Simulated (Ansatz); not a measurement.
Abstraction of H: C4H10 + CH4N → C4H9 + CH5N

Species: C4H10 (butane) `CCCC`, singlet; CH4N `[CH2]N`, doublet; C4H9 (2-butyl radical) `C[CH]CC`, doublet; CH5N (methylamine) `CN`, singlet. A radical takes H: the energy is the difference in strength between two C–H bonds in different surroundings.

Shapes, held fixed at every level: PBE0-D4/def2-TZVP. Flexible molecules stand in one conformer, not always the lowest. Programs: Ansatz 0.2.0. The zero-point and thermal change to 298 K, harmonic and unscaled (PBE0-D4/def2-TZVP), is -2.1 kJ/mol.

```csv
level,kind,ΔH(298 K) (kJ/mol),less CCSD(T)/CBS estimate,CPU time (sum over the molecules)
HF/def2-SVP,Hartree–Fock,+13.3,-11.2,–
r2SCAN-D4/def2-TZVPP,meta-GGA,+20.8,-3.7,48 s
PBE0-D4/def2-TZVPP,global hybrid,+23.0,-1.5,32 s
wB97M-V/def2-TZVPP,range-separated hybrid,+26.1,+1.6,1.7 min
wB97X-V/def2-TZVPP,range-separated hybrid,+26.1,+1.6,84 s
CCSD/def2-SVP,coupled cluster or CI,+23.8,-0.7,–
CCSD(T)/def2-TZVPP,coupled cluster or CI,+24.3,-0.2,1.6 h
CCSD(T)/CBS estimate,coupled cluster or CI,+24.5,0.0,1.7 h
```

The highest level, CCSD(T)/CBS estimate, gives ΔH(298 K) = +24.5 kJ/mol; the levels span +13.3 to +26.1. The column of differences is taken from that level and isn't an error. No measured value is set beside it here. Open shells run unrestricted unless RO is named. The CBS estimate extrapolates MP2 from def2-TZVPP and def2-QZVPP and adds CCSD(T) − MP2 in the triple-zeta set, cores frozen. Times are processor times on shared x86 and Arm servers, and rough.
